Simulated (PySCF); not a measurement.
SMILES [CH]=O (CHO), doublet (CAM-B3LYP/def2-SVP optimised geometry):

```
3

C     -0.235    -0.482     0.000
O     -0.900     0.482     0.000
H      0.900    -0.482     0.000
```

Level of theory: unrestricted CAM-B3LYP/def2-TZVP in PySCF.

Task: What are the frontier orbital energies (α orbitals alone; a β orbital can be the lowest empty one) and the dipole moment?

Result: HOMO-2 -14.19 eV, HOMO-1 -13.96 eV, HOMO -7.87 eV, LUMO -0.05 eV, LUMO+1 2.95 eV; dipole moment 1.69 D.

On the same geometry PySCF with unrestricted PBE/def2-TZVP gives HOMO-2 -10.94 eV, HOMO-1 -10.63 eV, HOMO -4.85 eV, LUMO -2.56 eV, LUMO+1 1.23 eV; dipole moment 1.44 D.

Meta-Löwdin charges at CAM-B3LYP/def2-TZVP: C1 0.12, O2 -0.24, H3 0.12.
